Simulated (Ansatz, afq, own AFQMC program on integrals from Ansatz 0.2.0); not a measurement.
# BH, singlet → BH⁺, doublet

```xyz
2

B     0.0000    0.0000    0.0000
H     0.0000    0.0000    1.2410
```

E(doublet, charge +1) − E(singlet, charge +0) at this geometry, on RHF and UHF determinants.

Basis cc-pVTZ. Only valence electrons are correlated. AFQMC by an in-house program on the Cholesky factors that Ansatz 0.2.0 writes for its CCSD(T) run. ph-AFQMC/CISD is guided by a CISD state made of CCSD amplitudes; releasing the constraint for a short imaginary time cuts its bias at the price of noise, slowly where states lie close. Free AFQMC starts from the CCSD state and is never constrained. Its projection time is finite, and what remains of the start isn't in its error. ± is one standard error of the sampling. The errors of all members are added in quadrature.

Full CI on the same integrals is exact in this basis and with this determinant's frozen core.

The best estimate is CCSD(T) at the basis-set limit (CBS: def2-TZVPP and def2-QZVPP, with their diffuse functions for anions and beside diffuse sets, CCSD(T) itself extrapolated) plus the step from CCSD(T) to full CI in cc-pVTZ. Rows without CBS are in cc-pVTZ; B2PLYP and the wave-function rows carry a basis error of their own. Core correlation and relativity beyond core potentials are missing, and ± holds the sampling alone.

Cautions: BH (singlet): restricted determinant unstable towards unrestricted (UHF 176 meV lower, ⟨S²⟩ 0.48).

Best estimate: 945.9 kJ/mol.

```
         level  vertical ionization energy (kJ/mol)  error against the best estimate (kJ/mol)
            HF                                813.8                                    -132.1
           MP2                                906.3                                     -39.6
          CCSD                                937.3                                      -8.7
       CCSD(T)                                940.7                                      -5.2
 ph-AFQMC/CISD                          940.9 ± 0.2                                -5.0 ± 0.2
released AFQMC                          941.2 ± 0.1                                -4.7 ± 0.1
    free AFQMC                          941.4 ± 0.1                                -4.5 ± 0.1
           FCI                                941.3                                      -4.6
        HF/CBS                                813.9                                    -132.1
       MP2/CBS                                915.1                                     -30.8
   CCSD(T)/CBS                                945.3                                      -0.6
         B3LYP                                936.6                                      -9.3
       wB97M-V                                939.9                                      -6.1
```

Correlation beyond CCSD(T) adds 0.6 kJ/mol. Going to the basis-set limit adds 4.6 kJ/mol at CCSD(T). The perturbative (T) step is worth +3.4 kJ/mol.

Best estimates are given only where the step beyond CCSD(T) is under 0.3 eV and no member's determinant is very poor (T1 over 0.05, or 0.07 for open shells, ⟨S²⟩ too high by 0.3, two states mixed), so the hardest cases are missing from such tables.

The functionals ran in a triple-zeta set and keep a basis error of their own, a few kJ/mol for each bond in atomization energies and more for double hybrids, so close places among them and the extrapolated levels can swap.

Free projections are given only where their last times agree within the noise and don't stop above the reference; a slow remainder of the start can still hide under it. Each member of a difference takes its own highest rung, so a best estimate needn't equal the limit plus the step of one row. A walk keeps the symmetry of its determinant, which the program's search chose and which needn't be the lowest solution, so a lower state of the same spin and another symmetry isn't excluded. Released energies are given only where the last usable release times agree within the noise; a slower fall can still hide under it.
